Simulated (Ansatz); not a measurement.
# Active spaces for C₂H₃N, singlet

Calculated in Ansatz's Gaussian-basis code; CASPT2, NEVPT3, NEVPT4(SD) by development code. Basis cc-pVDZ, nonrelativistic, 3 orbitals frozen in the corrections. State-specific CASSCF; RHF is the lowest restricted (open-shell) Hartree–Fock solution met. No symmetry is imposed, so a solution can break that of the shape. No proof that the lowest CASSCF solution was found.

Geometry:

```xyz
6

N    -0.1501    0.0000   -0.8887
C     0.0277   -0.6420    0.4787
C     0.0277    0.6420    0.4787
H     0.7764    0.0000   -1.3400
H    -0.0289   -1.6267    0.9086
H    -0.0289    1.6267    0.9086
```

Q: What do CASSCF and its corrections give against RHF in CAS(4,3), and what are the occupations?

A: CASSCF -0.854 eV, SC-NEVPT2 -11.763 eV, FIC-NEVPT2 -11.770 eV, NEVPT3 -12.316 eV, NEVPT4(SD) -12.707 eV, CASPT2 (IPEA 0) -11.785 eV; occupations 2.00, 1.91, 0.10. The MRCI reference weight is 0.886.

Q: How do single-reference totals in the same basis and frozen core stand against SC-NEVPT2 in CAS(4,3)?

A: CCSD(T) -1.123 eV. Coupled cluster stands on the determinant that it favours, which can lie over the RHF solution above, and is in doubt where the occupations are far from 0, 1 and 2.
